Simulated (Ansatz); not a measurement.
## What a trial cell of Sn3Sb2 relaxes into

Level of theory: Ansatz 0.2.0, DFT PBE, scalar-relativistic, plane waves, PAW.

The start puts Sn3Sb2 on the anti-A-type sesquioxide structure type (P-3m1, No. 164), with Sb in place of La, Sn in place of O, at a guessed volume.

The final relaxation ran on this input, with the default PAW datasets:

```yaml
crystal:
  lattice:
    - [5.322000106, 0.0, 0.0]
    - [-2.661000053, 4.6089872907, 0.0]
    - [0.0, 0.0, 6.4115163214]
  atoms:
    - { symbol: Sn, position: [0.0, 0.0, 0.0] }
    - { symbol: Sn, position: [0.3333333333, 0.6666666667, 0.7100396675] }
    - { symbol: Sn, position: [0.6666666667, 0.3333333333, 0.2899603325] }
    - { symbol: Sb, position: [0.3333333333, 0.6666666667, 0.2235984031] }
    - { symbol: Sb, position: [0.6666666667, 0.3333333333, 0.7764015969] }
basis:
  ecutwfc: 420
kpoints:
  mp_grid: { grid: [12, 12, 6] }
hamiltonian:
  xc: pbe
scf:
  occupations: { method: gaussian, width: 0.1 }
output:
  forces: true
  stress: true
  eigenvalues: true
relax:
  adjacent_minimum: "off"
  f_tol: 0.01
  max_steps: 80
  cell: { stress_tol: 0.05 }
```

Launched as:

```bash
ansatz run input.yaml --threads 1 --pin off --max-ram 2560MiB --backend cpu --events-out ev --progress --plain --runs-dir out
```

The run took 2.9 min on 1 thread of Intel(R) Xeon(R) Platinum 8375C CPU @ 2.90GHz (Ice Lake) (shared host), peak memory 0.8 GiB.

End of the output:

```
SCF converged after 6 iterations
Free energy (F): -31041.221375 eV
Harris-Foulkes:  -31041.221375 eV  (|F-HF|=3.64e-12)
Internal energy: -31041.208213 eV  (E = F + TS)
E sigma→0 (E₀):  -31041.214794 eV
Entropy (-TS):   -0.013161 eV (-2.632 meV/atom)
Fermi energy:    9.026388 eV
--- Per-component energies (eV) ---
  E_band       = -680.543250
  E_kinetic    = 969.492291
  E_local      = -6415.126926  (includes V_loc(G=0)·N_el)
  E_nonlocal   = 625.900467
  E_hartree    = 3332.290419
  E_xc         = -1424.645536
  E_vxc        = -480.024127  (∫ρ·V_xc dr)
  E_paw        = -21553.869015  (= ΣΔE_a)
  E_vpaw       = -2045.365908  (= ΣTr[D̂ρ^β])
  E_aug_tail   = -0.000005  (compensation charges beyond the density's cutoff)
  E_ewald      = -6575.249908
  E_smearing   = -0.013161  (= −TS)
  E_closure    = 0.000000  (closes the sum)
  Σ components = -31041.221375   (vs F -31041.221375, Δ=0.00e0)
--- Forces (eV/Å), atoms counted from 1 ---
  atom   1  Sn     0.00000000     0.00000000     0.00000000
  atom   2  Sn     0.00000000     0.00000000    -0.00066700
  atom   3  Sn     0.00000000     0.00000000     0.00066700
  atom   4  Sb     0.00000000     0.00000000     0.00257494
  atom   5  Sb     0.00000000     0.00000000    -0.00257494
  max |Σ_I F_I| component: 1.85e-17 eV/Å
--- Stress (GPa, compression-positive) ---
       -0.016351       0.000000       0.000000
        0.000000      -0.016351       0.000000
        0.000000       0.000000       0.035925
  P = ⅓ Tr σ = 0.0011 GPa (0.011 kbar)
--- Relaxed structure (4 steps of the walk, 4 accepted, 1 SCFs on fresh bases) ---
  F+E_penalty+E_count = -31041.22137472 eV   max|allowed force component| = 2.575e-3 eV/Å   (the final SCF, on the basis selected at the relaxed cell)
  cell:  # Å, volume = 157.6076 Å³
    - [5.327495, 0.000000, 0.000000]
    - [-2.663748, 4.613746, 0.000000]
    - [0.000000, 0.000000, 6.412103]
  atoms:
    - { symbol: Sn, position: [0.000000, 0.000000, 0.000000] }
    - { symbol: Sn, position: [0.333333, 0.666667, 0.720400] }
    - { symbol: Sn, position: [0.666667, 0.333333, 0.279600] }
    - { symbol: Sb, position: [0.333333, 0.666667, 0.230568] }
    - { symbol: Sb, position: [0.666667, 0.333333, 0.769432] }
```

Absolute energies hang on the potentials; compare differences alone.

The result has space group P-3m1 (No. 164). Sn on Wyckoff site a (1 atom of the primitive cell) is coordinated by 6 Sb at 3.41 Å and 6 Sn at 3.56 Å; Sn on Wyckoff site d (2 atoms of the primitive cell) is coordinated by 5 Sb at 3.09–3.27 Å and 3 Sn at 3.56 Å; Sb has 8 Sn at 3.09–3.41 Å.

Against the elements it lies at 0.08 eV/atom. The zero of energy is the elements' standard structures at the same level; no fitted shifts are applied.

The k mesh leaves about 4 meV/atom of noise in metals. Spin–orbit coupling is left out.

Symmetry constrained the relaxation, so the result can be a saddle point.